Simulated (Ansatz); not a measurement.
Reaction (hydrogenolysis of a C–C bond): `CC1=CC1F` + H₂ → `FC1C=C1` + CH₄

Program: Ansatz. Geometries: PBE0-D4/def2-TZVP. ΔE: electronic, gas phase. CCSD(T)/CBS is the MP2 limit (def2-TZVPP, def2-QZVPP) plus CCSD(T) − MP2 in def2-TZVPP, frozen cores. This one scheme is used for every species. Functionals use def2-TZVPP.

`CC1=CC1F`:

```xyz
10

C    -0.432   -0.851    1.141
C    -0.046   -0.144   -0.086
C     0.319   -0.139   -1.337
C     0.248    1.158   -0.679
F     1.436    1.793   -0.321
H     0.291   -0.639    1.933
H    -1.405   -0.498    1.494
H    -0.479   -1.930    0.987
H     0.556   -0.679   -2.238
H    -0.489    1.930   -0.894
```

H₂:

Cartesian coordinates in Å:
```
H -0.280 0.222 0.108
H 0.280 -0.222 -0.108
```

`FC1C=C1`:

```xyz
7

F     0.460   -1.182    1.305
C    -0.326   -0.384    0.488
C     0.245    0.857   -0.026
C     0.130   -0.123   -0.873
H    -1.364   -0.515    0.781
H     0.566    1.862    0.191
H     0.288   -0.515   -1.864
```

CH₄:

Z-matrix (Å, degrees):
```
C
H 1 1.090
H 1 1.090 2 109.5
H 1 1.090 2 109.5 3 -120.0
H 1 1.090 2 109.5 3 120.0
```

CCSD(T)/CBS gives -43.3 kJ/mol.

Another level gave -42.3 kJ/mol. Which?
A. PBE-D4/def2-TZVPP
B. HF/def2-TZVPP
C. ωB97X-V/def2-TZVPP
D. BHLYP/def2-TZVPP

C. ωB97X-V -42.3, BHLYP -51.3, PBE-D4 -36.1, HF/def2-TZVPP -58.3 kJ/mol.

What do rigid-rotor, harmonic-oscillator terms from PBE0-D4/def2-TZVP frequencies (298.15 K, 1 bar) make of the CCSD(T)/CBS value? (An estimate is asked.)

Ansatz gave: ΔZPE = +16.8 kJ/mol, ΔH = -29.4 kJ/mol, ΔS = 18 J/(mol·K), ΔG = -34.8 kJ/mol.

Largest T1 diagnostic among the species: 0.011.

Leaving LDA and LC-ωPBE aside and taking each functional with its dispersion term where it has one, the values, not all of them listed here, spread over 13.8 kJ/mol, from BHLYP-D4 to revPBE-D4. LDA lies +8.2 kJ/mol from PBE without D4. From BLYP to BHLYP (50 % exact exchange), in def2-TZVPP and without D4, ΔE moves by −3.5 kJ/mol. The D4 term adds +6.8 kJ/mol with B3LYP and +3.8 kJ/mol with PBE0; it sums over pairs of atoms, weighted by their polarisabilities, and B3LYP, whose exchange is more repulsive, gets the larger term.

B3LYP here is the variant with VWN-RPA as its local correlation; programs differ in this.
